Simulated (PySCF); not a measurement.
Ionisation energies (eV) were calculated with PySCF 2.14 by UHF, PBE, MP2 (valence), in another order, as differences of total energies without spin-orbit coupling. The measured values are between term centres (NIST).

```
                                  species  measured       A       B       C
     B⁺ (aug-cc-pwCVTZ, non-relativistic)    25.155  24.607  23.442  24.455
     F⁺ (aug-cc-pwCVTZ, non-relativistic)    34.950  35.422  33.374  34.633
       F (aug-cc-pCVTZ-DK, spin-free X2C)    17.427  17.657  15.656  17.306
 Pd (aug-cc-pwCVTZ-PP with ECP28MDF, ECP)     8.512   8.780   6.228   8.690
 Cd (aug-cc-pwCVTZ-PP with ECP28MDF, ECP)     8.994   9.106   7.328   8.886
Sn⁺ (aug-cc-pwCVTZ-PP with ECP28MDF, ECP)    14.282  14.232  13.758  13.973
 Re (aug-cc-pwCVTZ-PP with ECP60MDF, ECP)     7.834   7.552   5.924   7.375
 Tl (aug-cc-pwCVTZ-PP with ECP60MDF, ECP)     5.464   5.427   5.014   5.192
```

Question: Which column is which method?

Answer: A is PBE (mean error 0.02 eV); B is UHF (mean error -1.49 eV); C is MP2 (valence) (mean error -0.26 eV). PBE, with gradient corrections, lies close to experiment on average, with errors of both signs. Hartree-Fock lacks the correlation of the electron removed and comes out lowest. Valence MP2 in a finite basis recovers only part of the missing correlation, so it stays below experiment on average.
